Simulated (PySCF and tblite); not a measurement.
Values are calculated unless marked as measured or tabulated.
System: C₄H₆O₂, numbered as in [CH3:1]/[C:2]([CH:3]=[O:4])=[CH:5]\[OH:6].

The path came from a restrained scan, a climbing-image band and a saddle search at GFN2-xTB; energies are revPBE/pcSseg-1 + D3(BJ)//PBE0-D3(BJ)/def2-SVP, thermal terms GFN2-xTB. Rate constants are transition-state-theory values, counting equivalent paths, without tunnelling. (PySCF 2.14 with density fitting, tblite 0.8.)

Q: Estimate the barrier and the room-temperature rate of the rotation about the C3–C2 bond (torsion O4–C3–C2–C1 from -180° to 0°, rising).

A: The electronic barrier is 12.1 kcal/mol and ΔG‡(298 K) 11.4 kcal/mol, over a C1 saddle with an imaginary mode of 203i cm⁻¹ (GFN2-xTB). With 2 equivalent paths, k is 5.3×10⁴ s⁻¹, a mean lifetime of the start of 19 µs against this motion. The end lies 2.6 kcal/mol below the start in free energy.
